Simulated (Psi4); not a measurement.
Psi4 input (wB97X-D/6-31G*):

```
memory 1500 MB

molecule {
-1 1
N     0.01661981   -0.02999986    1.39162225
C    -0.01543844   -0.07018388   -1.37864102
C    -0.00321387    1.11294563    0.70125942
C     0.01978865   -1.16819845    0.66438837
C     0.00495939   -1.32735553   -0.74026160
C    -0.01980593    1.14405432   -0.68702450
H    -0.02881825   -0.01569131   -2.47237714
H    -0.00590766    2.03625053    1.28067660
H     0.03638505   -2.06029569    1.29842183
H    -0.03573655    2.10216299   -1.20640101
symmetry c1
no_reorient
no_com
}

set {
  basis 6-31G*
  reference rks
  scf_type pk
  dft_radial_points 99
  dft_spherical_points 590
  e_convergence 1e-8
  d_convergence 1e-7
  maxiter 150
}

e = energy('wb97x-d')
print_out(f'\nFINAL {e:.10f} DIPOLE {variable("CURRENT DIPOLE")[0]:.6f} {variable("CURRENT DIPOLE")[1]:.6f} {variable("CURRENT DIPOLE")[2]:.6f}\n')
```

Problem. Predict the final energy.

Solution. -247.52955 Eh.
